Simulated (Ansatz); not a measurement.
# NO+ (triplet): wave-function methods side by side, def2-TZVPP

One table from this session's results is given with a row withheld; the runs are named, their logs left out.

Program: Ansatz 0.2.0, Gaussian basis. Level of theory: def2-TZVPP, core rule «outside noble gas», up to 2 orbitals frozen. These are calculated values, not measurements.

Plan: UHF; ROHF; CCSD(T) on UHF.

### What is computed

The geometry is a PBE0/def2-TZVP stationary point (not a proven minimum) of the parent state, kept for this charge and spin.

2 atoms, charge 1, spin multiplicity 3.

Atoms are counted from 1 here; the program's logs count them from 0.

Bond lengths: N1–O2 1.403 Å.

The first run:

Input file in.yaml:

```yaml
crystal:
  periodic: [false, false, false]
  atoms:
    - {symbol: N, position_ang: [0.000000, 0.000000, 0.000000]}
    - {symbol: O, position_ang: [0.000000, 0.000000, 1.402844]}
basis:
  gaussian: {orbitals: def2-TZVPP}
total_charge: 1
magnetization: {spin_polarized: true, initial_magnetization: 2}
hamiltonian: {xc: hf}
output: {orbitals: {seedname: orbitals}}
```

Run with:

```console
$ ansatz run in.yaml --threads 1 --pin off --events-out ev --progress --plain --max-ram 4096MiB --backend cpu
```

Among the steps run: UHF; ROHF; CCSD(T) on UHF.

One table of the session follows, with a row left open; its other results are not shown here.

It belongs to the step «Misses and costs». 

| method | from UCCSD(T) (meV) |
| --- | --- |
| ROHF | +10642.2 |
| UHF | ? |
| UMP2 | +2522.1 |
| UCCSD | +615.7 |
| UCCSD(T) | 0 |

Q: Estimate the row for UHF from the others.

As computed: from UCCSD(T) (meV): +9871.9. In the column «from UCCSD(T) (meV)» it lies between UMP2 (+2522.1) and ROHF (+10642.2).

The program flags UCCSD(T) as in doubt (see the logs), so the zero of the table is itself unsure.

To keep in mind: The determinant is far from a pure spin state, so its energy mixes those of several spin states (harmless only where they are near-degenerate, as at dissociation). The program flags UCCSD(T) as in doubt, so the zero of the table is itself unsure.
